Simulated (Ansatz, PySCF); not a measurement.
Constitutional and geometric isomers with formula C2H6S. All species are isolated molecules in the gas phase. One relaxed conformer stands for each flexible species; it need not be the lowest. Strings in code marks are SMILES.

Quantity: electronic energy of isomers of C2H6S relative to `CCS` (C–C–S–H torsion 62°), in kcal/mol.

Level 1: frozen-core MP2/cc-pVTZ // PBE0-D4/def2-TZVP (Ansatz, a first-principles code)
Level 2: M06-2X/6-31G* // PBE0-D4/def2-TZVP (PySCF)
Level 3: PBE/6-31G* // PBE0-D4/def2-TZVP (PySCF)
Level 4: frozen-core MP2/6-31G* // PBE0-D4/def2-TZVP (PySCF)

| species | level 1 | level 2 | level 3 | level 4 |
|---|---|---|---|---|
| `CSC` | 1.91 | -0.04 | -0.05 | -0.41 |
